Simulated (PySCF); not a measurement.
**Working out the ionisation energy of Si**

Si [Ne] 3s2 3p2 (3P) → Si⁺ [Ne] 3s2 3p1 (2P). Computed with PySCF 2.14 in x2c-SVPall, with the spin-free X2C one-electron Hamiltonian (Gaussian nucleus). Frozen: [Ne]. Energies in hartree (1 hartree = 27.21139 eV):

```tsv
part	Si (lower)	Si⁺ (upper)
UHF	-289.348114	-289.067590
CCSD correlation	-0.061430	-0.052915
(T)	-0.000972	-0.000657
```

Problem. What does Hartree-Fock give?

Solution. (-289.067590) − (-289.348114) = 0.280524 hartree = 7.633 eV.

Problem. What do CCSD and CCSD(T) give?

Solution. The CCSD correlation energies differ by 0.008515 hartree = 0.232 eV and the triples by 0.000315 hartree = 0.009 eV, so CCSD gives 7.865 eV and CCSD(T) 7.874 eV.

Measured between the centres of the two terms (NIST): 8.157 eV, so CCSD(T) (valence) is off by -0.283 eV.

A double-zeta basis recovers only part of the correlation energy.

What remains against the reference includes basis incompleteness, the frozen core and higher excitations.
